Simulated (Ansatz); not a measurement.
`[CH3][AlH][CH3]` → Al• + 2 C• + 7 H•  (atomization)

Program: Ansatz. Geometries: PBE0-D4/def2-TZVP. ΔE: electronic, gas phase. CCSD(T)/CBS adds triple-zeta CCSD(T) − MP2 to the extrapolated MP2 energy (def2 sets, frozen cores). This one scheme is used for every species, atoms too. Functionals use def2-TZVPP. No spin–orbit coupling; open shells (•) take unrestricted orbitals. Spin–orbit coupling would lower the free atoms: a little for Al, C.

```csv
level,ΔE (kJ/mol),difference from CCSD(T)/CBS
PBE-D4,3458.9,9.8
revPBE-D4,3399.0,-50.1
PBE0-D4,3438.0,-11.1
PBE-QIDH,3426.1,-23.0
PBE,3445.9,-3.2
r2SCAN,3451.4,2.3
CAM-B3LYP,3450.6,1.5
HF/def2-SVP,2678.0,-771.1
HF/def2-TZVPP,2650.6,-798.5
CCSD(T)/def2-TZVPP,3377.1,-72.0
CCSD(T)/CBS,3449.1,0
```

Largest T1 diagnostic among the species: 0.018.

From r2SCAN to r2SCAN0 (25 % exact exchange), in def2-TZVPP and without D4, ΔE moves by −24.3 kJ/mol: exact exchange takes away binding that semilocal exchange gives to molecules. In def2-TZVPP, CCSD(T) changes the Hartree–Fock value by +726.4 kJ/mol (the triples alone add +31.1 kJ/mol) and MP2 by +731.9 kJ/mol; breaking electron pairs costs correlation energy, which Hartree–Fock lacks.

For atomizations the MP2-based limit and the directly extrapolated one differ by several kJ/mol either way, and by 10 to 25 for some Ge, Se and Sn compounds, so smaller differences from it don't rank the levels.
